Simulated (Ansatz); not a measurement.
Species: CH₃, SMILES `[CH3]` (charge 0, multiplicity 2).

Problem. Give a relaxed geometry from Ansatz (a program for electronic structure) with B3LYP-D3(BJ)/def2-TZVP.

Solution. the end point of this relaxation (outside a Z-matrix the atoms follow the SMILES, hydrogens last).
Z-matrix (Å, degrees):
```
C
H 1 1.0790
H 1 1.0790 2 120.00
H 1 1.0790 2 120.00 3 179.98
```
